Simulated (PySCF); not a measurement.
**Relaxation of quartet Al₃**

These are results of UPBE0/[Al def2-TZVP], no relativity, density fitting, PySCF, not measurements. A (50,194) grid was used.

A start at or just off a symmetric point, pushed along the force that breaks its symmetry, of C2v symmetry, free to break it:

```xyz
3
charge 0 multiplicity 4, angstrom
Al    0.7486   -1.3580    0.0000
Al   -1.4972    0.0000    0.0000
Al    0.7486    1.3580    0.0000
```

Optimiser trace:
```csv
step,E − E(last) (kJ/mol),largest gradient (Eh/bohr)
0,4.08,0.00602
1,2.48,0.00437
2,0.18,0.00173
3,0.08,0.00125
4,0.01,0.00071
5,0.00,0.00019
6,0.00,0.00002
```

It ends at C2v with Al–Al 2.576 Å (×2), Al–Al 2.910 Å; Al–Al–Al 55.6° (×2), Al–Al–Al 68.8°. A frequency run shows a minimum.

Final geometry:
Z-matrix (Å, degrees; charge 0 multiplicity 4):
```
Al
Al 1 2.5764
Al 2 2.5764 1 68.77
```

At this level a doublet minimum of D3h symmetry lies 12 kJ/mol below this structure.
